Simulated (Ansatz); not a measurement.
The same path of C2H3FN (7 atoms, charge 0, multiplicity 2) was run twice with different band settings. The coordinate that changes most is the dihedral H7–C2–C3–F4.

Theory: UKS B3LYP-D4/def2-SVP (Ansatz 0.2.0).

Relaxed end points:

```xyz
7
Properties=species:S:1:pos:R:3
N -0.445 0.871 -0.238
C 0.521 0.035 0.341
C 0.702 -1.259 0.070
F 0.082 -1.983 -0.847
H -1.110 0.379 -0.830
H -0.938 1.457 0.433
H 1.189 0.501 1.070
```

```xyz
7
Properties=species:S:1:pos:R:3
N -0.499 1.056 -0.206
C 0.287 -0.049 0.135
C 0.201 -1.276 -0.376
F 1.023 -2.291 -0.219
H -1.289 0.827 -0.803
H -0.809 1.596 0.598
H 1.085 0.137 0.869
```

Common settings: movable images 7; climbing image yes; optimiser quadratic models (default); start path through a guess of the saddle point; force threshold 0.05 eV/Å; end points relaxed.

| run | spring | iteration limit |
| --- | --- | --- |
| 1 | 5.0 eV/Å² | 46 |
| 2 | 0.1 eV/Å² | 60 |

Q: What does each run give, and how far can it be trusted?

A: Run 1: converged after 14 iterations, highest image 0.826 eV above the first end. A vibrational analysis at the climbing image gives one clearly imaginary mode, 673i cm⁻¹: a first-order saddle point.
Run 2: converged after 13 iterations, highest image 0.827 eV above the first end. Another band between the same ends (7 images) ends at a top of the same energy, where a vibrational analysis finds 1 clearly imaginary mode.
